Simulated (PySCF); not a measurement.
# hydrogen isocyanide: calculation against experiment

**The experiment to reproduce.**

NIST CCCBDB Release 22 (SRD 101), experimental dipoles lists, for the gas: dipole moment (microwave Stark effect, vibrational ground state) 3.05 ± 0.1 D.

The results are set against them at the end.

Hydrogen isocyanide, CHN.
Numbering: `[C-:1]#[NH+:2]` (hydrogens: H3 on N2)

Cartesian coordinates in Å at the PBE0-D3(BJ)/def2-TZVP level; atoms count from 1:
```xyz
3
CHN angstrom
C      0.0723    1.1390   -0.2431
N     -0.0014    0.0048    0.0056
H     -0.0650   -0.9670    0.2184
```

Runs made with PySCF (gas phase, on this PBE0-D3(BJ)/def2-TZVP geometry; no spin–orbit coupling):

| level | job | basis functions | wall time |
| --- | --- | --- | --- |
| PBE0-D3(BJ)/def2-TZVP, grid level 2 | geometry optimisation from a GFN2-xTB start shaken at random | 68 | 6.4 s |
| B97-2/pcSseg-2 | shieldings | 86 | 1.2 s |
| KT3/pcSseg-2 | shieldings | 86 | 1.8 s |
| PBE0/pcSseg-2 | shieldings, charges and field gradients | 86 | 2.6 s |
| wB97X-D/pcSseg-2 | shieldings | 86 | 1.5 s |
| CAM-B3LYP/aug-cc-pVTZ | 10 singlets by full TDDFT, 4 Tamm–Dancoff triplets, polarisability | 115 | 2.6 s |
| PBE0/aug-cc-pVTZ | 10 singlets by full TDDFT, 4 Tamm–Dancoff triplets, polarisability, dynamic polarisability | 115 | 3.2 s |
| wB97X-D/aug-cc-pVTZ | 10 singlets by full TDDFT, 4 Tamm–Dancoff triplets, polarisability, ΔSCF ions | 115 | 4.8 s |

Hardware: one thread of an Arm Neoverse V1, no GPU, on a shared host.

**Comparison with experiment**

**Dipole moment.** Measured: 3.05 D (NIST CCCBDB Release 22 (SRD 101), experimental dipoles).

```json
{"level": "PBE0-D3(BJ)/def2-TZVP", "computed (D)": "3.11", "computed − measured (D)": "+0.06", "% (from the printed values)": "+2"}
{"level": "B97-2/pcSseg-2", "computed (D)": "3.05", "computed − measured (D)": "0.00", "% (from the printed values)": "0"}
{"level": "KT3/pcSseg-2", "computed (D)": "2.96", "computed − measured (D)": "-0.09", "% (from the printed values)": "-3"}
{"level": "PBE0/pcSseg-2", "computed (D)": "3.08", "computed − measured (D)": "+0.03", "% (from the printed values)": "+1"}
{"level": "wB97X-D/pcSseg-2", "computed (D)": "3.09", "computed − measured (D)": "+0.04", "% (from the printed values)": "+1"}
{"level": "CAM-B3LYP/aug-cc-pVTZ", "computed (D)": "3.08", "computed − measured (D)": "+0.03", "% (from the printed values)": "+1"}
{"level": "PBE0/aug-cc-pVTZ", "computed (D)": "3.08", "computed − measured (D)": "+0.03", "% (from the printed values)": "+1"}
{"level": "wB97X-D/aug-cc-pVTZ", "computed (D)": "3.09", "computed − measured (D)": "+0.04", "% (from the printed values)": "+1"}
```

Closest is B97-2/pcSseg-2 (0.00 D), furthest KT3/pcSseg-2 (-0.09 D); one molecule doesn't rank methods. The computed dipoles belong to one fixed geometry; measured ones are averaged over vibrations unless marked μe. Magnitudes are compared, not signs.

The geometry is computed, not the measured one. Where a level misses, the cause wasn't examined.
